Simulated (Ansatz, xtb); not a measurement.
**ClH2OSi+: which of two isomers lies lower**

Structure X: `O[SiH+]Cl`, a singlet. Structure Y: `[OH2+][Si]Cl`, a singlet. Both are isolated ions in the gas phase, relaxed with r2SCAN-D4/def2-TZVP; the shapes shown needn't be the lowest conformers.

X (Å):

```yaml
atoms:
  - { symbol: Cl, position_ang: [0.6754, 2.7320, -1.4864] }
  - { symbol: O, position_ang: [-0.5032, 3.8982, 1.1435] }
  - { symbol: Si, position_ang: [-0.5527, 3.8089, -0.4195] }
  - { symbol: H, position_ang: [0.0937, 3.4696, 1.7736] }
  - { symbol: H, position_ang: [-1.6070, 4.6064, -1.0382] }
```

Y (Å):

```xyz
5

Cl    1.7284    3.5638   -0.5192
O    -1.0485    3.8633    0.0627
Si    0.3602    2.7563    0.7196
H    -0.9596    4.5372   -0.6373
H    -1.9626    3.8201    0.3955
```

Quicker runs give these differences E(Y) − E(X): GFN2-xTB +39.5 kcal/mol; HF/STO-3G −33.5 kcal/mol (at GFN2-xTB geometries); r2SCAN-D4/def2-SVP +7.5 kcal/mol (at GFN2-xTB geometries).

**Question.** Estimate E(Y) − E(X) at the level CCSD(T)/def2-TZVPP.

**Answer.** Calculated at CCSD(T)/def2-TZVPP: E(Y) − E(X) = +12.6 kcal/mol, so structure X lies lower.

Level by level:

```json
{"level": "GFN2-xTB", "geometry": "GFN2-xTB", "E(Y) − E(X) (kcal/mol)": "+39.5", "departure from the last row (kcal/mol)": "+27.0", "job, with rough time for the two": "optimisation, 0.15 s"}
{"level": "HF/STO-3G", "geometry": "GFN2-xTB", "E(Y) − E(X) (kcal/mol)": "−33.5", "departure from the last row (kcal/mol)": "−46.0", "job, with rough time for the two": "single point, 0.14 s"}
{"level": "r2SCAN-D4/def2-SVP", "geometry": "GFN2-xTB", "E(Y) − E(X) (kcal/mol)": "+7.5", "departure from the last row (kcal/mol)": "−5.1", "job, with rough time for the two": "single point, 0.92 s"}
{"level": "r2SCAN-D4/def2-TZVP", "geometry": "r2SCAN-D4/def2-TZVP", "E(Y) − E(X) (kcal/mol)": "+16.7", "departure from the last row (kcal/mol)": "+4.1", "job, with rough time for the two": "optimisation, 11 s"}
{"level": "HF/def2-TZVPP", "geometry": "r2SCAN-D4/def2-TZVP", "E(Y) − E(X) (kcal/mol)": "+16.6", "departure from the last row (kcal/mol)": "+4.1", "job, with rough time for the two": "part of the CCSD(T) run"}
{"level": "MP2/def2-TZVPP", "geometry": "r2SCAN-D4/def2-TZVP", "E(Y) − E(X) (kcal/mol)": "+15.6", "departure from the last row (kcal/mol)": "+3.0", "job, with rough time for the two": "part of the CCSD(T) run"}
{"level": "CCSD(T)/def2-TZVPP", "geometry": "r2SCAN-D4/def2-TZVP", "E(Y) − E(X) (kcal/mol)": "+12.6", "departure from the last row (kcal/mol)": "", "job, with rough time for the two": "single point, 11 s"}
```

As drawn, Y has 1 O–H in place of 1 Si–H.

HF/STO-3G puts the two in the other order. The largest departure from CCSD(T)/def2-TZVPP is that of HF/STO-3G, 46.0 kcal/mol.

With harmonic frequencies from r2SCAN-D4/def2-TZVP (ideal gas, rigid rotor, one conformer each, 298.15 K, 1 atm): the zero-point term adds +1.3 kcal/mol; ΔH is +14.2 and ΔG +13.4 kcal/mol.

The correlated steps freeze 11 core orbitals. Programs: Ansatz 0.2.0, xtb 6.7.1; the last row on 2 threads of Intel(R) Xeon(R) 6975P-C (Granite Rapids) on a shared host.
